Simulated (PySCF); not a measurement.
# C4H9P: the cost of one run

Programs: PySCF 2.14.0, with density-fitted response routines of our own. Each step states its level of theory. These are calculated values for one molecule in the gas phase, unless marked as measured. Atoms count from 0, in the outputs and in this text.

## Step 1: The molecule as given

14 atoms, charge 0, multiplicity 1; geometry from: GFN2-xTB.

Bonds of the start (Å): C0–C1 1.52, C1–C2 1.51, C2–C3 1.50, C3–P4 1.85, P4–C2 1.85, C0–H5 1.09, C0–H6 1.09, C0–H7 1.09, C1–H8 1.09, C1–H9 1.09, C2–H10 1.09, C3–H11 1.08, C3–H12 1.08, P4–H13 1.40.

## Step 2: TDDFT and polarisability: CAM-B3LYP/def2-SVPD

What the job is given:

```
{"job": {"kind": "uv", "xc": "CAM-B3LYP", "basis": "def2-SVPD", "nstates": 8, "ntriplets": 3}, "charge": 0, "multiplicity": 1}
C     -1.708413     0.469925    -0.357206
C     -0.716261     0.164173     0.758537
C      0.438973    -0.671013     0.263070
C      1.760292    -0.636667     0.972893
P      1.807085     0.097796    -0.724514
H     -2.526758     1.082974     0.012790
H     -2.121065    -0.451275    -0.762312
H     -1.207551     1.003688    -1.163168
H     -1.223586    -0.377199     1.563389
H     -0.335224     1.100528     1.175241
H      0.137038    -1.647537    -0.107752
H      2.285036    -1.574575     1.102218
H      1.869675     0.036164     1.812714
H      1.540081     1.402546    -0.288041
```

With the program's defaults for keys left out, this is: TDDFT CAM-B3LYP/def2-SVPD, vertical, gas phase, core orbitals frozen in the response.

Run with:

```console
$ OMP_NUM_THREADS=1 python probes_run.py task.json out
```

The driver reads the jobs from task.json and runs them one after another.

**Question.** How long does this first job take on 1 thread of Arm Neoverse V2, shared host, and how much memory does it need?

About 20 s, with a peak of 0.81 GiB.
